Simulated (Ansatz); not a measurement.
## Ladder of methods for the magnetic moment of antiferromagnetic bcc Cr

Reference value: 0.62 μB (measured, temperature not stated, site moment; the measured ground state is an incommensurate spin density wave; as tabulated in Houchins and Viswanathan (2017), arXiv:1706.00416).

```csv
level (code),value (μB),cell (Å³/atom)
LDA (Ansatz),[?],12.01
PBE (Ansatz),1.02,11.77
PBE-D4 (Ansatz),0.82,11.43
r²SCAN-D4 (Ansatz),2.45,12.79
Hartree–Fock (Ansatz),3.56,12.97
```

Complete the blanks.


- LDA (Ansatz, a first-principles code), value (μB): 0.49

Differences against the reference: LDA -0.13 μB, PBE +0.40 μB, PBE-D4 +0.20 μB, r²SCAN-D4 +1.83 μB, Hartree–Fock +2.94 μB.

Once the reference is moved by up to 0.10 μB (a margin picked here for doubts on the reference and the settings, and for temperature and zero-point motion) and values within 0.02 μB count as equal, the nearest can be LDA (-0.13 μB) or PBE-D4 (+0.20 μB). Among them Hartree–Fock (+2.94 μB) misses by most.

Computed moments are spin moments: for ferromagnetic elements the cell's total per atom, else within a sphere about the site; measured ones can hold an orbital part. Other magnetic orders were not compared. Spin-polarised runs: LDA (opposed moments), PBE (opposed moments), PBE-D4 (opposed moments), r²SCAN-D4 (opposed moments), Hartree–Fock (opposed moments). LDA, PBE, PBE-D4, r²SCAN-D4, Hartree–Fock: the commensurate order stands in for chromium's spin-density wave, and the size of the moments varies much between levels. Hartree–Fock: exact exchange on metals is sensitive to the k mesh and can open a false gap. Hartree–Fock: the PAW data were made under another functional than the one run. Values are at the level's own equilibrium cell; LDA at the measured cell; Hartree–Fock at the r²SCAN cell. Cutoffs and k meshes differ between the levels. Ansatz's density-functional and Hartree–Fock values are scalar-relativistic unless marked +SOC, with PAW data made under PBE.

Differences are worked out from the printed values.
